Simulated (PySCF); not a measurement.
# Phosphorus: a sound run and one with changed settings

Sound run: P [Ne] 3s2 3p3, P⁺ [Ne] 3s2 3p2. Calculation: PySCF 2.14, in x2c-SVPall; scalar relativity by spin-free X2C-1e. The sound run starts from symmetry-adapted Hartree-Fock orbitals and uses a fine grid where one is needed.

A second run was set up differently.

```tsv
species	method	sound run (hartree)	changed run (hartree)	converged
P	UHF	-341.40273	-341.40273	yes
P	MN15	-341.92308	-341.92456	yes
P	PBE0	-341.83302	-341.83332	yes
P⁺	UHF	-341.03801	-341.03801	yes
P⁺	MN15	-341.54194	-341.54361	yes
P⁺	PBE0	-341.44718	-341.44730	yes
```

Ionisation energy of P:

```
method  sound run (eV)  changed run (eV)
   UHF           9.925             9.925
  MN15          10.371            10.366
  PBE0          10.499            10.504
```

Question: What was changed?
A. basis contracted for another Hamiltonian
B. too few SCF iterations
C. a valence shell is frozen
D. radial grid too coarse

Answer: D. It used radial step 0.3 in ln r (0.13 in the sound run). A coarse radial grid mis-integrates the density and the exchange-correlation energy, with errors of either sign; Hartree-Fock needs no grid.
